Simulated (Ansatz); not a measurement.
Working through vertical and adiabatic energies of changing the electron count of CH₅BO, SMILES BOC

Program: Ansatz's Python interface.

The script reads `ch5bo.xyz`:
```text
8

B    -0.64730    0.71050   -0.82280
O     0.34220   -0.28590   -0.78800
C     0.53450   -0.62840    0.54490
H    -1.75830    0.45990   -0.94040
H    -0.39290    1.89030   -0.81750
H    -0.34710   -1.04680    1.02670
H     1.37950   -1.41060    0.59720
H     0.98150    0.25400    1.14420
```

At the Python prompt:
```pycon
>>> import itertools
>>> import ansatz
>>> from ase.data import atomic_numbers, covalent_radii
>>> import numpy as np
>>> system = ansatz.Crystal.molecule_from_extxyz("ch5bo.xyz")
>>> job = system.calculation()
>>> job = job.basis(gaussian="cc-pVDZ")
>>> job = job.functional("r2SCAN")
>>> symbols = [site.symbol for site in system.cartesian_sites]
>>> start = np.array([site.position_ang for site in system.cartesian_sites], dtype=float)
>>> data = job.relax(force_tolerance=0.01, max_steps=100).run(threads=1).report
>>> end = np.array(data["positions_ang"])
>>> minimum = ansatz.Crystal.molecule()
>>> for symbol, place in zip(symbols, end):
...     minimum = minimum.atom(symbol, place.tolist())
...
>>> ion = minimum.calculation()
>>> ion = ion.basis(gaussian="cc-pVDZ").functional("r2SCAN")
>>> ion = ion.charge(1)
>>> ion = ion.spin("collinear", total=1)
>>> vertical = ion.run(threads=1).report
>>> settled = ion.relax(force_tolerance=0.01, max_steps=80).run(threads=1).report
>>> print(f"vertical ionisation energy   {vertical['free_energy_ev'] - data['free_energy_ev']:.3f} eV")
vertical ionisation energy   10.880 eV
>>> print(f"adiabatic, no zero point     {settled['free_energy_ev'] - data['free_energy_ev']:.3f} eV")
adiabatic, no zero point     10.028 eV
>>> print(f"relaxation energy of the ion {vertical['free_energy_ev'] - settled['free_energy_ev']:.3f} eV")
relaxation energy of the ion 0.852 eV
>>> ionised = np.array(settled["positions_ang"])
>>> # pairs closer than 1.2 times the sum of covalent radii, before or after
>>> radius = [covalent_radii[atomic_numbers[s]] for s in symbols]
>>> span = lambda where, i, j: np.linalg.norm(where[i] - where[j])
>>> bonded = [(i, j) for i, j in itertools.combinations(range(len(symbols)), 2) if min(span(end, i, j), span(ionised, i, j)) < 1.2 * (radius[i] + radius[j])]
>>> print("pair        before    after (A)")
pair        before    after (A)
>>> for i, j in bonded:
...     print(f"{symbols[i]}{i}-{symbols[j]}{j}".ljust(10), f"{span(end, i, j):8.4f} {span(ionised, i, j):8.4f}")
...
B0-O1        1.3476   1.2834
B0-H3        1.2136   1.2385
B0-H4        1.2070   1.2394
O1-C2        1.4259   1.4207
C2-H5        1.1025   1.1070
C2-H6        1.1005   1.0991
C2-H7        1.1006   1.0966
>>> for first, second in list(itertools.combinations(bonded, 2)):
...     shared = set(first) & set(second)
...     if shared and symbols[(j := shared.pop())] != "H":
...         i, k = sorted((set(first) | set(second)) - {j})
...         u, v = ionised[i] - ionised[j], ionised[k] - ionised[j]
...         angle = np.degrees(np.arccos(np.clip(u @ v / np.linalg.norm(u) / np.linalg.norm(v), -1, 1)))
...         print(f"final angle {symbols[i]}{i}-{symbols[j]}{j}-{symbols[k]}{k}: {angle:.2f} deg")
...
final angle O1-B0-H3: 123.57 deg
final angle O1-B0-H4: 123.32 deg
final angle B0-O1-C2: 179.35 deg
final angle H3-B0-H4: 113.11 deg
final angle O1-C2-H5: 105.93 deg
final angle O1-C2-H6: 107.45 deg
final angle O1-C2-H7: 107.97 deg
final angle H5-C2-H6: 109.58 deg
final angle H5-C2-H7: 110.95 deg
final angle H6-C2-H7: 114.54 deg
```

The energies are electronic: no zero-point or thermal terms, and the basis set is short of its limit. The product may relax into another structure. Each relaxation finds its nearest minimum, which needn't be the lowest. It ran for 100 s on 1 thread of Arm Neoverse V1 (shared host), peak memory 0.25 GiB.
